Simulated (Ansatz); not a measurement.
Steps of a relaxation of C3H3FO with RKS PBE-D4/def2-SVP.

```sh
$ ansatz run in.yaml --threads 2 --pin off --events-out ev --progress --plain --max-ram 4352MiB
```

```yaml
crystal:
  periodic: [false, false, false]
  atoms:
    - {symbol: C, position_ang: [-0.618500, -0.056000, 0.692100]}
    - {symbol: C, position_ang: [-0.251800, 0.317800, -0.699300]}
    - {symbol: C, position_ang: [0.773100, -0.142100, -1.381500]}
    - {symbol: F, position_ang: [1.673500, -1.081100, -0.838300]}
    - {symbol: O, position_ang: [0.809600, 1.154300, -0.949000]}
    - {symbol: H, position_ang: [-0.727400, 0.911200, 1.289500]}
    - {symbol: H, position_ang: [0.052500, -0.702500, 1.171600]}
    - {symbol: H, position_ang: [-1.618900, -0.458600, 0.659100]}
basis:
  gaussian: {orbitals: def2-SVP}
hamiltonian: {xc: pbe, dispersion: d4}
relax: {f_tol: 0.03, max_steps: 200}
```

Positions (Å) and forces (eV/Å) along the path, 14 of 14 steps:

```xyz
8
step=1 energy=-7903.5906 eV
C    -0.619   -0.056    0.692   -2.410    3.227   -0.800
C    -0.252    0.318   -0.699   -0.896   -1.149    2.218
C     0.773   -0.142   -1.381    1.972   -3.992   -0.493
F     1.673   -1.081   -0.838   -1.052    0.904   -1.028
O     0.810    1.154   -0.949    1.489    4.198   -0.484
H    -0.727    0.911    1.290    0.160   -0.838   -0.429
H     0.052   -0.703    1.172    1.672   -1.620    0.684
H    -1.619   -0.459    0.659   -0.935   -0.731    0.332
8
step=2 energy=-7904.1087 eV
C    -0.667   -0.030    0.714   -0.883    1.302   -0.465
C    -0.207    0.318   -0.659    0.278   -0.752    0.943
C     0.798   -0.172   -1.382    0.617   -2.340    0.160
F     1.720   -1.080   -0.896   -0.718    0.694   -0.686
O     0.842    1.191   -1.026    0.357    2.122   -0.031
H    -0.755    0.907    1.319    0.064   -0.295   -0.129
H     0.039   -0.722    1.181    0.416   -0.477    0.180
H    -1.677   -0.470    0.694   -0.132   -0.254    0.028
8
step=3 energy=-7904.3632 eV
C    -0.705    0.011    0.755    0.006   -0.163   -0.510
C    -0.130    0.289   -0.586    1.208    0.007   -0.151
C     0.813   -0.225   -1.383   -0.586   -0.598    0.298
F     1.787   -1.076   -1.032    0.033    0.066   -0.244
O     0.854    1.222   -1.089   -0.598    0.307    0.482
H    -0.808    0.924    1.362   -0.026    0.136    0.058
H    -0.016   -0.724    1.247   -0.160    0.158    0.081
H    -1.702   -0.477    0.671    0.122    0.087   -0.013
8
step=4 energy=-7904.4567 eV
C    -0.690    0.051    0.754   -1.059   -0.257    1.922
C     0.008    0.267   -0.442    0.301    2.313   -0.554
C     0.722   -0.310   -1.345    1.349   -1.731   -2.754
F     1.777   -1.098   -1.199    0.380   -0.327   -0.007
O     0.838    1.221   -1.024   -0.787    0.067    0.840
H    -0.935    0.946    1.356    0.105    0.041   -0.051
H     0.005   -0.634    1.296   -0.383   -0.020    0.531
H    -1.632   -0.499    0.549    0.094   -0.087    0.073
8
step=5 energy=-7904.7470 eV
C    -0.703    0.072    0.785   -0.591   -0.567    1.342
C     0.093    0.251   -0.387    1.280    1.462   -1.048
C     0.720   -0.352   -1.394    1.356   -1.922   -1.578
F     1.851   -1.135   -1.375   -1.215    1.051    0.267
O     0.818    1.239   -0.988   -0.777   -0.410    1.054
H    -1.002    0.978    1.352    0.151    0.025   -0.231
H    -0.066   -0.597    1.433   -0.497    0.231    0.087
H    -1.619   -0.512    0.519    0.294    0.129    0.108
8
step=6 energy=-7905.0474 eV
C    -0.694    0.085    0.810   -0.272   -0.660    1.285
C     0.219    0.218   -0.320    0.843    0.503   -1.209
C     0.696   -0.430   -1.462    0.303   -1.515   -0.698
F     1.869   -1.118   -1.559   -1.013    0.988    0.628
O     0.793    1.233   -0.892   -0.130    0.306    0.855
H    -1.072    1.026    1.302    0.393   -0.359   -0.554
H    -0.144   -0.537    1.600   -0.614    0.452   -0.538
H    -1.574   -0.533    0.465    0.490    0.284    0.231
8
step=7 energy=-7905.2909 eV
C    -0.658    0.056    0.812   -0.536    0.008    0.933
C     0.232    0.213   -0.374    0.171   -1.323    0.653
C     0.649   -0.503   -1.582   -0.419   -0.428   -0.085
F     1.850   -1.069   -1.533   -0.225    0.163    0.319
O     0.768    1.250   -0.757    0.649    1.877   -0.358
H    -1.024    1.069    1.222    0.467   -1.037   -0.589
H    -0.191   -0.524    1.694   -0.278    0.553   -1.152
H    -1.535   -0.550    0.463    0.171    0.187    0.278
8
step=8 energy=-7905.0483 eV rejected
C    -0.629    0.065    0.805   -1.023   -0.330    1.880
C     0.381    0.187   -0.251   -0.999    1.779   -2.537
C     0.523   -0.611   -1.576    1.827   -0.011    1.678
F     1.803   -1.066   -1.617   -1.200    0.271   -0.361
O     0.742    1.319   -0.664    0.506   -1.066    0.269
H    -1.080    1.090    1.151    0.857   -1.414   -0.659
H    -0.185   -0.457    1.730   -0.646    0.339   -0.871
H    -1.463   -0.585    0.367    0.677    0.432    0.602
8
step=9 energy=-7905.4112 eV
C    -0.650    0.038    0.796   -0.727    0.368    0.535
C     0.227    0.229   -0.373    1.149    1.139   -0.619
C     0.614   -0.512   -1.567   -0.181   -0.160    0.142
F     1.804   -1.082   -1.459    0.003   -0.051    0.001
O     0.779    1.311   -0.744   -0.632   -0.842    0.464
H    -0.999    1.048    1.186    0.289   -0.780   -0.251
H    -0.146   -0.525    1.630   -0.105    0.206   -0.446
H    -1.537   -0.564    0.476    0.203    0.120    0.174
8
step=10 energy=-7905.4688 eV
C    -0.644    0.036    0.778   -0.396    0.118    0.233
C     0.247    0.278   -0.373    0.173    0.016   -0.488
C     0.598   -0.516   -1.558    0.058   -0.292    0.147
F     1.754   -1.151   -1.406   -0.091    0.135   -0.053
O     0.736    1.373   -0.697    0.169    0.192    0.028
H    -0.981    1.030    1.155   -0.006   -0.311    0.096
H    -0.106   -0.520    1.578   -0.023    0.042   -0.029
H    -1.513   -0.587    0.467    0.115    0.101    0.064
8
step=11 energy=-7905.4857 eV
C    -0.648    0.042    0.776   -0.123   -0.007    0.011
C     0.254    0.289   -0.382    0.072    0.120   -0.320
C     0.592   -0.544   -1.557    0.017   -0.057    0.271
F     1.759   -1.150   -1.406   -0.067    0.073   -0.048
O     0.743    1.387   -0.696    0.051   -0.075    0.014
H    -0.990    1.018    1.175   -0.012   -0.106    0.061
H    -0.102   -0.517    1.566   -0.007    0.003   -0.003
H    -1.515   -0.583    0.468    0.069    0.049    0.014
8
step=12 energy=-7905.4910 eV
C    -0.651    0.046    0.773   -0.004    0.068    0.044
C     0.261    0.303   -0.376    0.159   -0.229    0.051
C     0.571   -0.591   -1.494    0.016   -0.071   -0.200
F     1.775   -1.126   -1.438   -0.066    0.051    0.086
O     0.745    1.393   -0.715    0.013    0.181   -0.050
H    -0.986    1.011    1.196   -0.108    0.006    0.045
H    -0.112   -0.524    1.560   -0.006   -0.041   -0.030
H    -1.512   -0.569    0.439   -0.003    0.035    0.055
8
step=13 energy=-7905.4956 eV
C    -0.648    0.049    0.772    0.039    0.006    0.002
C     0.264    0.303   -0.384   -0.052    0.025    0.045
C     0.576   -0.580   -1.516   -0.031   -0.011   -0.026
F     1.767   -1.136   -1.416    0.045   -0.020    0.007
O     0.748    1.397   -0.717    0.010    0.010   -0.011
H    -0.998    1.006    1.204    0.001    0.003    0.004
H    -0.105   -0.528    1.551   -0.003   -0.008   -0.006
H    -1.511   -0.568    0.450   -0.009   -0.006   -0.015
8
step=14 energy=-7905.4959 eV
C    -0.647    0.050    0.772    0.005   -0.004   -0.013
C     0.260    0.306   -0.386    0.012    0.013    0.017
C     0.577   -0.582   -1.517   -0.013    0.003   -0.003
F     1.768   -1.137   -1.407    0.007    0.000    0.009
O     0.744    1.399   -0.720   -0.007   -0.007   -0.016
H    -0.995    1.006    1.209    0.003    0.002    0.009
H    -0.103   -0.533    1.545    0.000   -0.006    0.002
H    -1.511   -0.565    0.449   -0.007    0.000   -0.006
```

Hardware: 2 threads of an AMD EPYC 9B14 on a shared host. Wall time 13 s, peak host memory 0.17 GiB.
